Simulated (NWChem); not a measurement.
isobutene (C4H8); SMILES CC(C)=C

Computed with NWChem. Pople sets run with spherical d functions. Each level has its own optimisation. Computed dipoles belong to the equilibrium geometry; the measured one is vibrationally averaged.

Measured dipole moment: 0.50 D (NIST CCCBDB, as tabulated in the package chemicals).

```csv
level,dipole moment (D),computed − measured
Hartree-Fock/STO-3G,0.40,-0.10
Hartree-Fock/3-21G,(withheld),(withheld)
Hartree-Fock/6-31G*,0.45,-0.05
B3LYP/6-31G*,0.51,+0.01
"LDA (Slater exchange, VWN5)/def2-SVP",0.68,+0.18
PBE/def2-SVP,(withheld),(withheld)
BLYP/def2-SVP,0.58,+0.08
PBE0/def2-SVP,0.59,+0.09
```

Question: Some entries are withheld; supply them.

Answer: 
- PBE/def2-SVP, dipole moment (D): 0.61
- PBE/def2-SVP, computed − measured: +0.11
- Hartree-Fock/3-21G, dipole moment (D): 0.48
- Hartree-Fock/3-21G, computed − measured: -0.02
